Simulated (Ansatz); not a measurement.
H2O2S: structure from calculated spectroscopic constants

These gas-phase data were calculated for one isomer of H2O2S at PBE0-D4/def2-TZVP (harmonic, unscaled wavenumbers; equilibrium rotational constants with average atomic masses):

* rotational constants: 30.75, 9.173, 7.494 GHz
* all wavenumbers above 1500 cm⁻¹: 3765, 2352

Candidates:

(1) `O=[SH]O`, a singlet
(2) `OSO`, a singlet

Q: Which structure fits?

A: Candidate (1). 1 mode lies between 3300 and 4000 cm⁻¹, one for each O–H bond, while (2) has 2.

The same quantities for all candidates:

|  | rotational constants (GHz) | wavenumbers above 1500 cm⁻¹ | E above the lowest, PBE0-D4/def2-TZVP (kcal/mol) |
| --- | --- | --- | --- |
| (1) | 30.75, 9.173, 7.494 | 3765, 2352 | 4.7 |
| (2) | 26.44, 8.596, 6.753 | 3795, 3791 | 0.0 |

Each candidate is one conformer. Programs: Ansatz 0.2.0.
